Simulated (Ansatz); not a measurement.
Worked example: HN–CH⁺, quintet against HN–CH, quartet

Geometry (PBE0/def2-TZVP stationary point of a quartet), kept for both states (HN–CH, quartet: A; HN–CH⁺, quintet: A):

| atom | x (Å) | y (Å) | z (Å) |
| --- | --- | --- | --- |
| N | -0.0301 | -0.1308 | 0.6612 |
| C | 0.1162 | 0.1026 | -0.7459 |
| H | -0.2826 | 0.7427 | 1.1410 |
| H | -0.6838 | -0.1484 | -1.4423 |

Basis cc-pVDZ; Ansatz 0.2.0. Only valence electrons are correlated (noble-gas cores frozen). Prefix R: restricted or restricted open-shell reference; prefix U: unrestricted.

Full CI isn't at hand for all of this; UCCSDT(Q) serves as the reference, and is uncertain by about the last step of the cluster series.

```
    level  E(HN–CH, quartet) (hartree)  E(HN–CH⁺, quintet) (hartree)
      UHF                   -93.318448                    -92.937816
     UMP2                   -93.534299                    -93.104678
 UCCSD(T)                   -93.571287                    -93.140944
      PBE                   -93.701237                    -93.251573
   r2SCAN                   -93.778386                    -93.334505
UCCSDT(Q)                   -93.572482                    -93.141877
```

Question: Give the vertical gap, HN–CH⁺ quintet less HN–CH quartet, at each level in eV (1 hartree = 27.2114 eV), and each error against UCCSDT(Q).

Answer: UCCSDT(Q): (-93.141877 − (-93.572482)) × 27.2114 = 11.717 eV (the reference)
r2SCAN: (-93.334505 − (-93.778386)) × 27.2114 = 12.079 eV, error 0.362 eV
PBE: (-93.251573 − (-93.701237)) × 27.2114 = 12.236 eV, error 0.519 eV
UCCSD(T): (-93.140944 − (-93.571287)) × 27.2114 = 11.710 eV, error -0.007 eV
UMP2: (-93.104678 − (-93.534299)) × 27.2114 = 11.691 eV, error -0.026 eV
UHF: (-92.937816 − (-93.318448)) × 27.2114 = 10.358 eV, error -1.359 eV

Total energies of functionals can't be set beside those of wave-function methods, since they hold the core's correlation and their own absolute errors; only the differences compare.

In so small a basis the reference is far from its limit while semilocal and hybrid functionals are nearer theirs, so the functionals' errors here hold much of the reference's basis and frozen-core error, which can add to them or hide them.

Each level lands on the state that its own search finds. T1 diagnostics of restricted CCSD: 0.024 and 0.018.
